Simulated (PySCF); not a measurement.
Gas-phase reaction: 2 AlCl3.H2O = 2 AlCl2OH + Cl2 + 2 H

Method: PySCF energies (xtb for GFN2) plus ideal-gas RRHO corrections (1 bar). † marks an energy on the PBE0/def2-TZVP geometry and frequencies; other levels use their own. MP2 and CCSD(T) freeze the core. Open shells (unrestricted): H (multiplicity 2); the rest are closed-shell singlets. GFN2 has no spin-polarisation term. Adducts (AlCl3.H2O) have no counterpoise correction, and HF, PBE, BLYP, B3LYP and PBE0 lack dispersion. AlCl3.H2O, AlCl2OH: computed as isolated molecules; such fragments, hydroxides, amides, oligomers or adducts are transient or little studied in the gas. MP2 isn't extrapolated to the basis-set limit; its ΔH°(298 K) is 900.5 kJ in def2-SVP and 859.1 kJ in def2-TZVPP. CCSD(T) isn't extrapolated to the basis-set limit; its ΔH°(298 K) is 904.9 kJ in def2-SVP and 866.0 kJ in def2-TZVPP. The harmonic model lacks anharmonicity and excited electronic states, which grow with temperature; levels with a mode under 35 cm⁻¹ are left out. Soft modes under 120 cm⁻¹ make the harmonic entropy rough for AlCl3.H2O. Warning, point group unlike the PBE0 one: AlCl2OH (GFN2-xTB).

```tsv
level	ΔE electronic, kJ	ΔH°(298 K), kJ	ΔS°(298 K), J/K	ΔG°(600 K), kJ
BLYP/def2-TZVP†	836	778	344	571
CCSD(T)/def2-TZVPP†	924	866	344	659
GFN2-xTB	785	739	298	560
M06-2X/def2-TZVP†	925	868	344	660
MP2/def2-SVP†	958	900	344	693
PBE/def2-SVP	936	880	353	667
PBE/def2-TZVP†	866	808	344	601
PBE0/def2-TZVP	900	842	344	635
LDA/def2-TZVP†	971	913	344	706
ωB97X-V/def2-TZVP†	922	864	344	657
```
ΔH° is lowest at GFN2-xTB and highest at LDA/def2-TZVP†. No reference value is set beside these.
